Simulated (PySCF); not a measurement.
## Telling isomers of C₄H₆O apart by NMR

- geometry: PBE0-D3(BJ)/def2-SVP
- GIAO PBE0/pcSseg-1 shieldings
- B3LYP/pcJ-1 coupling constants (spin–dipole term left out of most H,H and C,H couplings)
- code: PySCF
- no solvent model, no relativistic terms, one averaged value for each set of equivalent atoms, a single conformation

References, each an isolated molecule treated in the same way: $^{1}$H (31.27 ppm) and $^{13}$C (184.41 ppm) vs TMS. Multiplet labels drop J under 1 Hz and among equivalent protons, and merge close values. Unscaled 3J(H,H) run several per cent high. Shifts are as computed. Against solution values, carbons near 30 ppm lie about +2 ppm off and those near 130 ppm about +5 ppm. Of 1309 compounds with measured shifts, 239 miss one by over three times the rms of a fit or turn the order of signals round; such compounds aren't used in these exercises.

(1) Tabulate the signals of `COC1=CC1`, `C1=CCOC1` and their relative energies.

(2) What is the quickest way to tell COC1=CC1 from C1=CCOC1?

## Answers

(1) 
| SMILES | carbon types | δC | δH | E rel. (kcal/mol) |
| --- | --- | --- | --- | --- |
| COC1=CC1 | 1×C 1×CH 1×CH2 1×CH3 | 145.7, 68.6, 58.9, 16.8 | 5.17 (t, 1H), 3.73 (s, 3H), 1.78 (d, 2H) | 44.8 |
| C1=CCOC1 | 2×CH 2×CH2 | 135.0, 78.6 | 5.98 (m, 2H), 4.77 (m, 4H) | 0.0 |

Energies are electronic energies at PBE0/pcSseg-1 on these geometries, without zero-point or thermal terms, each for the one conformer computed, which needn't be the lowest.

(2) Count the carbon signals: 4 against 2. The first has an alkene carbon bearing oxygen (C) at 145.7 ppm, the second an alkene CH at 135.0 ppm. In the proton spectra the most deshielded non-exchanging signals are 5.17 (t, J = 3.1 Hz, 1H) and 5.98 (m, 2H).
